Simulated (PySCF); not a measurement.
Silylidenephosphane, H3PSi.
SMILES: `[SiH2]=P`

The closed-shell ground state was solved at several levels (PySCF, density fitting, gas phase, non-relativistic). Geometry: PBE0-D3(BJ)/def2-SVP; no solvent, vibrations or thermal averaging.

```
              level  basis functions  HOMO (eV)  LUMO (eV)  gap (eV)  dipole (D)
    B3LYP/def2-TZVP               92      -6.65      -2.33      4.32        1.56
  mPW1PW91/pcSseg-2              128      -6.95      -2.28      4.67        1.72
       B3LYP/6-31G*               42      -6.62      -2.26      4.36        1.67
CAM-B3LYP/def2-SVPD               72      -7.96      -1.10      6.86        1.73
B3LYP/aug-cc-pVTZ-J              196      -6.68      -2.39      4.29        1.58
      PBE0/pcSseg-1               63      -7.00      -2.27      4.73        1.83
```

(1) What might B3LYP/cc-pVTZ (110 basis functions) give for the same quantities?

(2) Over all these levels, which gives the widest orbital gap and which the narrowest?

(3) How much does the basis alone move the frontier levels among the 4 B3LYP rows (the withheld one included)?

(4) How far do the dipole and the HOMO energy spread over the levels?

Answers

(1) HOMO -6.65 eV, LUMO -2.32 eV, gap 4.33 eV, dipole 1.55 D.

(2) CAM-B3LYP/def2-SVPD (range-separated hybrid) has the widest, 6.86 eV, and B3LYP/aug-cc-pVTZ-J (global hybrid, 20 % exact exchange) the narrowest, 4.29 eV. Functional and basis both differ between the two, so the spread mixes both effects.

(3) The HOMO by 0.06 eV and the LUMO by 0.13 eV. By rising basis size (HOMO, LUMO in eV): 6-31G* -6.62, -2.26; def2-TZVP -6.65, -2.33; cc-pVTZ -6.65, -2.32; aug-cc-pVTZ-J -6.68, -2.39.

(4) The dipole runs from 1.55 to 1.83 D (mean 1.66 D) and the HOMO from -7.96 to -6.62 eV.
